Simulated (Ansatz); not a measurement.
## How far each method lies from full CI for AlCl$_{3}$, singlet

Geometry: MP2(full)/6-31G*, from the G2/97 set.

```yaml
atoms:
  - { symbol: Al, position_ang: [0.0000, 0.0000, 0.0000] }
  - { symbol: Cl, position_ang: [0.0000, 2.0690, 0.0000] }
  - { symbol: Cl, position_ang: [1.7918, -1.0345, 0.0000] }
  - { symbol: Cl, position_ang: [-1.7918, -1.0345, 0.0000] }
```

Basis STO-3G; Ansatz 0.2.0. Only valence electrons are correlated (noble-gas cores frozen), which leaves 24 electrons in 16 orbitals. Prefix R: restricted or restricted open-shell reference. Active spaces: valence = (18e, 13o, short of the full valence) chosen from the atoms' valence shells.

Full CI is exact within this basis and frozen core; it isn't the basis-set limit.

```
UHF ⟨S²⟩                          : 0.000
T1 diagnostic (RCCSD)             : 0.0083
largest doubles amplitude (RCCSD) : 0.039
```

| level | E − E(full CI) (meV) | share of correlation (%) | wall time |
| --- | --- | --- | --- |
| RHF | 1151 | 0.00 | – |
| RMP2 | 249 | 78.37 | – |
| CISD | 62 | 94.59 | 0.34 s |
| RCCSD | 52 | 95.50 | – |
| RCCSD(T) | 7 | 99.42 | 0.34 s |
| BCCD(T) | 7 | 99.43 | 0.43 s |
| RCCSDT | -1 | 100.11 | – |
| CISDTQ | 1 | 99.87 | 0.9 s |
| RCCSDT(Q) | -1 | 100.06 | 1.6 s |
| RCCSDTQ | 0 | 100.02 | 23 s |
| CASSCF (valence space) | 22 | 98.09 | – |
| NEVPT2 (valence space) | -1 | 100.09 | 9.5 s (H100) |
| MRCISD (valence space) | -8 | 100.66 | – |
| MRCISD+Q (valence space) | -8 | 100.66 | 44 s (H100) |

The correlation energy at full CI, counted from RHF, is -1.151 eV. That run took 3.7 s on 1 thread of AMD EPYC 7R13, shared host over 828,720 determinants.

Times hold each run's SCF and search for its determinant on a shared host, so for small cases they say little of a method's own cost; rows without a card ran on 1 thread of AMD EPYC 7R13.

Not variational, and here over 5 meV under the exact energy: MRCISD+Q (valence space).

The full-CI state has the irrep A1 of C2v, in the program's axes (one component, if the state is degenerate).

Natural occupations of full CI about the gap: 1.997 1.993 1.984 1.984 1.983 0.029 0.014 0.013 0.013; effectively unpaired electrons, Σ n²(2−n)², 0.01.

Atomization energy (electronic, same basis, no zero-point term; atoms at the same level, unrestricted beside the R rows where the molecule is a closed shell, with restricted open-shell steps beyond CCSDT(Q)) at full CI: 1466.0 kJ/mol. Errors of other levels:

| level | error (kJ/mol) |
| --- | --- |
| RHF | -43.9 |
| RMP2 | 5.9 |
| CISD | -6.0 |
| RCCSD | -5.0 |
| RCCSD(T) | -0.6 |
| BCCD(T) | -0.6 |
| RCCSDT | 0.1 |
| CISDTQ | -0.1 |
| RCCSDT(Q) | 0.1 |
| RCCSDTQ | 0.0 |

This basis is far from its limit, so the value isn't to be set against a measured one. Truncated CI isn't size-consistent, which counts against it in atomization.
